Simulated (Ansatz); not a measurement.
`C=NC(=C)N` + H₂ → `C=CN=C` + NH₃ at 400 K and 1 bar (hydrogenolysis of a C–N bond).

Calculated with Ansatz (gas phase, PBE0-D4/def2-TZVP geometries, no zero-point term in ΔE). CBS: MP2 limit from def2 TZ/QZ plus the TZ coupled-cluster correction, frozen cores. This one scheme is used for every species. Each species was taken in one conformer, which may not be the lowest.

```csv
species,CCSD(T)/CBS energy (Eh),H − E (kJ/mol),S (J/(mol·K))
`C=NC(=C)N`,-227.12040,266.0,336.4
H₂,-1.17544,38.0,139.0
`C=CN=C`,-171.81158,214.8,302.4
NH₃,-56.50880,104.2,203.1
```

H − E and S are ideal-gas, rigid-rotor, harmonic terms from PBE0-D4/def2-TZVP, for one conformer and one mirror image of each species. For small species the MP2-based limit differs from directly extrapolated CCSD(T) by up to some mEh (0.8 for H₂); such offsets cancel only in part. 1 Eh = 2625.50 kJ/mol, R = 8.31446 J/(mol·K).

Q: By hand: ΔE, ΔH, ΔS and ΔG.

A: ΔE = (-171.81158) + (-56.50880) − (-227.12040) − (-1.17544) = -0.02454 Eh = -64.4 kJ/mol. Δ(H − E) = 214.8 + 104.2 − 266.0 − 38.0 = 15.0, so ΔH = -49.4 kJ/mol. ΔS = 302.4 + 203.1 − 336.4 − 139.0 = 30.1 J/(mol·K). ΔG = -49.4 − 400 × (30.1)/1000 = -61.4 kJ/mol.

Q: By hand: the equilibrium constant, and the temperature at which ΔG would vanish if ΔH and ΔS stayed fixed.

A: log₁₀ K = −ΔG/(RT ln 10) = 8.0. ΔH and −TΔS have one sign here, so there is no such temperature.

ΔH outweighs TΔS. A doubt of 5 kJ/mol in ΔE shifts log₁₀ K by 0.7 here. Other conformers and mirror images would add mixing entropy, several J/(mol·K) or more a flexible species. These are equilibria of isolated gas molecules and say nothing of rates. Largest T1 diagnostic: 0.013 (customary marks: 0.02 for closed shells, 0.045 for open ones).
